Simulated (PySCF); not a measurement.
Compound: C5H9N.
Structure used (GFN2-xTB), in Å, numbered top down from 1:
```
atom  x, y, z in Å
C1     2.7679   -0.3182    0.0272
N2     1.4261   -0.7926   -0.0880
C3     0.4589    0.0039    0.0123
C4    -0.9238   -0.4580   -0.1051
C5    -1.9890    0.2071    0.7304
C6    -1.9466    0.4522   -0.7383
H7     3.2512   -0.8519    0.8468
H8     2.8389    0.7649    0.2044
H9     3.2998   -0.5709   -0.8913
H10    0.5910    1.0847    0.1923
H11   -1.0109   -1.5208   -0.2853
H12   -2.7722   -0.4160    1.1331
H13   -1.6834    1.0049    1.3908
H14   -2.6997    0.0002   -1.3649
H15   -1.6125    1.4184   -1.0863
```

PySCF, density fitting, gas phase, GFN2-xTB geometry. The standard run uses grid level 2 after a coarse-grid start, the def2-universal JK fitting basis (with tight functions added where the orbital basis needs them), an energy threshold of 1e-9 Eh and DIIS. The changed runs have no coarse-grid stage.

Question: Standard PBE0/pcSseg-1: E = -250.315334 Eh, HOMO -7.005 eV, LUMO 0.239 eV, dipole 1.449 D, 13 cycles (coarse-grid cycles included). What changes at PBE0/pcSseg-1 with: start guess sap?

Answer: E = -250.315334 Eh (0.000 mEh), HOMO -7.005 eV (0.000), LUMO 0.240 eV (+0.001), dipole 1.449 D (0.000), 13 SCF cycles. The result matches the standard run within 0.02 mEh and 0.003 eV; such settings steer the iterations and don't enter the energy expression.

The cycles:
```
cycle   1  E = -242.5624747634  dE =  5.171e+00  |g| = 4.504e+00  |ddm| = 2.475e+01
cycle   2  E = -208.0750619138  dE =  3.449e+01  |g| = 1.053e+01  |ddm| = 2.557e+01
cycle   3  E = -248.3091062877  dE = -4.023e+01  |g| = 2.780e+00  |ddm| = 6.957e+00
cycle   4  E = -249.4648973982  dE = -1.156e+00  |g| = 1.775e+00  |ddm| = 4.066e+00
cycle   5  E = -250.2363880273  dE = -7.715e-01  |g| = 5.671e-01  |ddm| = 3.027e+00
cycle   6  E = -250.2983966463  dE = -6.201e-02  |g| = 2.690e-01  |ddm| = 6.225e-01
cycle   7  E = -250.3148295967  dE = -1.643e-02  |g| = 4.555e-02  |ddm| = 2.509e-01
cycle   8  E = -250.3151374842  dE = -3.079e-04  |g| = 2.838e-02  |ddm| = 5.755e-02
cycle   9  E = -250.3153303581  dE = -1.929e-04  |g| = 3.924e-03  |ddm| = 2.541e-02
cycle  10  E = -250.3153342134  dE = -3.855e-06  |g| = 7.955e-04  |ddm| = 5.765e-03
cycle  11  E = -250.3153343447  dE = -1.313e-07  |g| = 2.416e-04  |ddm| = 1.009e-03
cycle  12  E = -250.3153343575  dE = -1.281e-08  |g| = 7.346e-05  |ddm| = 3.239e-04
cycle  13  E = -250.3153343584  dE = -9.734e-10  |g| = 2.948e-05  |ddm| = 9.041e-05
```
